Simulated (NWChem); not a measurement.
Molecule: fluoromethane (CH3F); SMILES CF

Program: NWChem. Medium grid unless said otherwise, to which SCAN and Minnesota functionals are sensitive. The geometry was optimised at PBE0/def2-SVP. Hybrids' shares of exact exchange are those that their runs print; pure functionals count as 0. The functionals differ in more than this share.

```
row                                     share of exact exchange  highest occupied level (eV)
--------------------------------------  -----------------------  ---------------------------
LDA (Slater exchange, VWN5)/def2-TZVPD                     0.00                        -8.12
PBE/def2-TZVPD                                             0.00                        -8.04
B3LYP/def2-TZVPD                                           0.20                        -9.61
PBE0/def2-TZVPD                                            0.25                        -9.84
M06-2X/def2-TZVPD                                          0.54                     withheld
Hartree-Fock/def2-TZVPD                                    1.00                       -14.30
```

Q: Fit a straight line of the last column on the one before it, predict the withheld value, and compare with the run.

A: 
1. Means of the 5 shown rows: x = 0.290, y = -9.982. Slope Σ(x − x̄)(y − ȳ)/Σ(x − x̄)² = -4.208/0.6820 = -6.170; intercept -8.193.
2. The shown rows scatter about the line by 0.124 (root mean square); the largest residual is -0.18, at B3LYP/def2-TZVPD.
3. At x = 0.54 (M06-2X/def2-TZVPD; inside the shown range) the line gives -11.52.
4. The run gives -11.57, -0.05 from the line, 0.4 times the scatter.
